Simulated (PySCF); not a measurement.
## Isomers of C3H6: computed energies against enthalpies of formation

**What was measured.**

From CRC Handbook of Chemistry and Physics, for the gas at 298.15 K: enthalpy of formation of `C=CC` (propene) 20 kJ/mol; enthalpy of formation of `C1CC1` (cyclopropane) 53.3 kJ/mol.

The runs below try to reproduce these values; the comparison stands at the end.

Differences of these values give the isomerisation enthalpies. Geometries: GFN2-xTB; runs in PySCF, gas phase, with a dispersion term only where the level names one. Total electronic energies (Eh):

```csv
SMILES,PBE0/pcSseg-1
C=CC,-117.73833
C1CC1,-117.73214
```

Geometry of `C=CC` (Å):
```
atom  x, y, z in Å
C1     1.3422    0.0806   -0.2630
C2     0.2829   -0.1074    0.5006
C3    -1.1301   -0.0024    0.0336
H4     1.2498    0.3305   -1.3076
H5     2.3460   -0.0053    0.1176
H6     0.4044   -0.3565    1.5473
H7    -1.6570    0.7635    0.6022
H8    -1.1756    0.2500   -1.0227
H9    -1.6490   -0.9471    0.1941
```

Geometry of `C1CC1` (Å):
```
atom  x, y, z in Å
C1    -0.7519   -0.4217    0.0161
C2     0.7396   -0.4264    0.1355
C3     0.0167    0.8501   -0.1595
H4    -1.3378   -0.5461    0.9140
H5    -1.1961   -0.8759   -0.8564
H6     1.1753   -0.5541    1.1147
H7     1.3146   -0.8820   -0.6560
H8    -0.0436    1.5958    0.6183
H9     0.0966    1.2663   -1.1520
```

Zero-point and thermal terms are left out, so the computed numbers are electronic energies.

## Comparison

Relative to `C=CC`, the lowest by measurement, in kJ/mol (measured: enthalpies at 298.15 K; computed: electronic energies):

```json
{"SMILES": "C=CC", "measured": "0.0", "PBE0/pcSseg-1": "0.0"}
{"SMILES": "C1CC1", "measured": "33.3", "PBE0/pcSseg-1": "16.3"}
```

Measured values: 20 kJ/mol (298.15 K; CRC Handbook of Chemistry and Physics) for the first row; the others come from the same table. Unsigned miss: PBE0/pcSseg-1 17.0 kJ/mol. Where a level misses, the cause wasn't examined.
